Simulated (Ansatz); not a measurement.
`CCCC=O`. Total charge 0; spin multiplicity 1. The geometry is a stationary point of PBE0-D4/def2-TZVP. It is one conformer, not always the lowest.

```xyz
13

C    -0.732    1.622    0.251
C    -0.297    0.206    0.586
C     0.401   -0.475   -0.573
C     0.850   -1.878   -0.303
O     0.694   -2.462    0.734
H    -1.232    2.093    1.099
H    -1.428    1.635   -0.593
H     0.123    2.247   -0.019
H     0.372    0.209    1.451
H    -1.160   -0.396    0.885
H    -0.241   -0.512   -1.465
H     1.287    0.088   -0.898
H     1.363   -2.376   -1.156
```

(1) What is the dipole moment at B3LYP/def2-TZVPP? (An estimate is asked.)

(2) And with PBE, r2SCAN, ωB97M-V? (An estimate is asked.)

(3) Give the Mulliken charges with B3LYP, r2SCAN, ωB97M-V in def2-TZVPP. (An estimate is asked.)

## Answers

(1) Computed: 2.64 D, with components (0.01, 1.81, -1.92) D in this frame, pointing from negative to positive charge.

(2) Computed: PBE 2.51 D, r2SCAN 2.62 D, ωB97M-V 2.64 D.

(3) Computed: 
| atom | B3LYP | r2SCAN | ωB97M-V |
| --- | --- | --- | --- |
| C1 | -0.25 | -0.14 | -0.31 |
| C2 | -0.06 | 0.03 | -0.14 |
| C3 | -0.06 | 0.01 | -0.11 |
| C4 | 0.08 | 0.14 | 0.08 |
| O5 | -0.27 | -0.30 | -0.28 |
| H6 | 0.09 | 0.05 | 0.11 |
| H7 | 0.07 | 0.04 | 0.09 |
| H8 | 0.07 | 0.04 | 0.09 |
| H9 | 0.06 | 0.02 | 0.09 |
| H10 | 0.06 | 0.02 | 0.09 |
| H11 | 0.07 | 0.03 | 0.09 |
| H12 | 0.07 | 0.03 | 0.09 |
| H13 | 0.06 | 0.02 | 0.08 |

B3LYP here is the variant with VWN-RPA as its local correlation; programs differ in this.
